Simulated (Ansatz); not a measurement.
**C₂H₅NS: small, medium and large basis sets**

An exercise on one series of results from a longer session: the logs are not shown, and one member is left open.

The runs use Ansatz 0.2.0, Gaussian basis; one geometry, several basis sets.

Levels to be run: PBE0-D4/def2-SVP; ωB97M-V/def2-SVP; PBE0-D4/def2-QZVPP; ωB97M-V/def2-QZVPP; the functionals' def2-TZVPP values are taken from earlier runs.

## Structure used throughout

The geometry comes from an earlier relaxation with PBE0-D4 in a triple-zeta def2 set; it is a stationary point, not always the lowest conformer.

SMILES `C/N=C/S`, 9 atoms, charge 0, spin multiplicity 1.

Atoms are counted from 1 here; the program's logs count them from 0.

Bond lengths: C1–N2 1.438 Å, C1–H5 1.100 Å, C1–H6 1.093 Å, C1–H7 1.093 Å, N2–C3 1.255 Å, C3–S4 1.754 Å, C3–H8 1.099 Å, S4–H9 1.341 Å. Angles: N2–C1–H5 113.6°, N2–C1–H6 109.3°, N2–C1–H7 109.3°, H5–C1–H6 108.8°, H5–C1–H7 108.8°, H6–C1–H7 106.9°, C1–N2–C3 118.0°, N2–C3–S4 120.4°, N2–C3–H8 124.1°, S4–C3–H8 115.5°, C3–S4–H9 95.5°.

Set-up of the first run:

File in.yaml:

```yaml
crystal:
  periodic: [false, false, false]
  atoms:
    - {symbol: C, position_ang: [-0.059185, 1.460333, 0.196119]}
    - {symbol: N, position_ang: [0.415399, 0.174874, 0.632766]}
    - {symbol: C, position_ang: [0.096250, -0.832291, -0.043687]}
    - {symbol: S, position_ang: [0.641127, -2.429935, 0.432607]}
    - {symbol: H, position_ang: [-0.672164, 1.417123, -0.716073]}
    - {symbol: H, position_ang: [-0.648895, 1.917841, 0.995157]}
    - {symbol: H, position_ang: [0.795259, 2.118152, 0.015200]}
    - {symbol: H, position_ang: [-0.523672, -0.794985, -0.949792]}
    - {symbol: H, position_ang: [0.044381, -3.077512, -0.579397]}
basis:
  gaussian: {orbitals: def2-SVP}
hamiltonian: {xc: pbe0, dispersion: d4}
output: {orbitals: {seedname: orbitals}}
```

On the command line:

```console
ansatz run in.yaml --threads 2 --pin off --events-out ev --progress --plain --max-ram 4352MiB
```

Among the steps run: PBE0-D4 in def2-SVP; ωB97M-V in def2-SVP; PBE0-D4 in def2-QZVPP; ωB97M-V in def2-QZVPP.

One table of the session follows, with a row left open; its other results are not shown here.

It belongs to the step «Density functionals: the series». 

```
functional       basis  HOMO (eV)  LUMO (eV)
   PBE0-D4    def2-SVP      -6.90       0.09
   PBE0-D4  def2-TZVPP      -7.05      -0.21
   PBE0-D4  def2-QZVPP      -7.09      -0.31
   ωB97M-V    def2-SVP      -8.99       2.40
   ωB97M-V  def2-TZVPP      -9.18       1.98
   ωB97M-V  def2-QZVPP          ?          ?
```

Estimate the missing values for ωB97M-V, def2-QZVPP.

As computed: HOMO (eV): -9.22; LUMO (eV): 1.62. In the column «HOMO (eV)» it is the lowest.
